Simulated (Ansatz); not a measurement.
Rutile CrO₂ was calculated with PBEsol-D3(BJ) in Ansatz (PAW).

Settings: plane-wave cutoff 520 eV, 12×12×18 k mesh (along the axes of the cell as run), Fermi–Dirac smearing 0.05 eV, spin-polarised with parallel moments, scalar-relativistic PAW data made under PBE.

The volume scan:

| V (Å³/atom) | E − E_lowest (meV/atom) | P (GPa) |
|---|---|---|
| 8.821 | 13.12 | 11.89 |
| 9.005 | 3.15 | 5.61 |
| 9.189 | 0.00 | 0.00 |
| 9.373 | 2.91 | -4.97 |
| 9.556 | 11.20 | -9.38 |

Question: Fit the third-order Birch–Murnaghan equation and give B0 and B′.

Answer: V0 = 9.189 Å³/atom, B0 = 264 GPa, B′ = 4.9 (fit to the energies at full precision).

Shape and atoms are relaxed at each volume.

Measured, for comparison: bulk modulus 242 ± 2 GPa (temperature not stated, not corrected to a static lattice, equation of state from high-pressure X-ray diffraction; as tabulated in Datta et al. (2023), arXiv:2307.04584). Computed (rounded) less measured: bulk modulus +9 %. A static lattice is as a rule a little smaller and stiffer than an uncorrected measurement, which narrows the difference in the bulk modulus and would widen misses of the other sign.

Note: the bulk modulus comes from volumes at which shape and atoms were relaxed.

Computed values are for the static lattice.

The result took around 40 core-minutes (rough).

Ansatz is a quantum-chemistry and plane-wave program.
